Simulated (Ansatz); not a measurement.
Born–Oppenheimer molecular dynamics of C4H7NO (13 atoms, charge 0, multiplicity 1). It starts from a relaxed structure.

Level of theory: Ansatz, UHF/STO-3G.

| Item | Value |
| --- | --- |
| ensemble | NVT, Nosé–Hoover chain |
| time step | 0.5 fs |
| steps asked | 266 |
| set temperature | 1500 K |
| thermostat | time constant 300 fs, chain length 1 |
| seed | 631876 |

First frame:

```xyz
13
Properties=species:S:1:pos:R:3
C 1.820 -0.598 0.195
C 0.423 0.000 0.381
N 0.006 0.629 1.525
C -0.539 -0.102 -0.723
C -1.947 0.485 -0.566
O -0.186 -0.698 -1.848
H 2.433 -0.414 1.072
H 2.312 -0.160 -0.670
H 1.759 -1.672 0.035
H 0.816 0.608 2.196
H -2.522 0.299 -1.469
H -2.458 0.032 0.279
H -1.897 1.556 -0.393
```

Task: How far do the bonds stretch over the last three quarters of this one trajectory? (Pairs bonded in most of those frames.)

Result: 
```json
{"bond": "C1–C2", "mean (Å)": "1.544", "spread (Å)": "0.047", "shortest": "1.47", "longest": "1.62"}
{"bond": "C1–H7", "mean (Å)": "1.093", "spread (Å)": "0.020", "shortest": "1.05", "longest": "1.14"}
{"bond": "C1–H8", "mean (Å)": "1.093", "spread (Å)": "0.043", "shortest": "1.02", "longest": "1.16"}
{"bond": "C1–H9", "mean (Å)": "1.090", "spread (Å)": "0.027", "shortest": "1.04", "longest": "1.15"}
{"bond": "C2–N3", "mean (Å)": "1.382", "spread (Å)": "0.029", "shortest": "1.32", "longest": "1.44"}
{"bond": "C2–C4", "mean (Å)": "1.481", "spread (Å)": "0.026", "shortest": "1.42", "longest": "1.52"}
{"bond": "N3–H10", "mean (Å)": "1.053", "spread (Å)": "0.005", "shortest": "1.04", "longest": "1.07"}
{"bond": "C4–C5", "mean (Å)": "1.542", "spread (Å)": "0.033", "shortest": "1.48", "longest": "1.61"}
{"bond": "C4–O6", "mean (Å)": "1.327", "spread (Å)": "0.039", "shortest": "1.23", "longest": "1.41"}
{"bond": "C5–H11", "mean (Å)": "1.095", "spread (Å)": "0.021", "shortest": "1.05", "longest": "1.13"}
{"bond": "C5–H12", "mean (Å)": "1.097", "spread (Å)": "0.029", "shortest": "1.04", "longest": "1.15"}
{"bond": "C5–H13", "mean (Å)": "1.096", "spread (Å)": "0.022", "shortest": "1.06", "longest": "1.13"}
```

Mean temperature of the second half: 1018 K. The conserved energy stayed within 0.61 meV per atom of its start (net change 0.26 meV per atom), so the integration is sound. The mean temperature of the second half is 32 % below the set value. A run of 0.13 ps of so small a system gives no equilibrium averages. Limits of this set-up: minimal basis.

Run time: 4.6 min on 1 thread of Arm Neoverse V2 (shared host), peak memory 0.1 GiB.
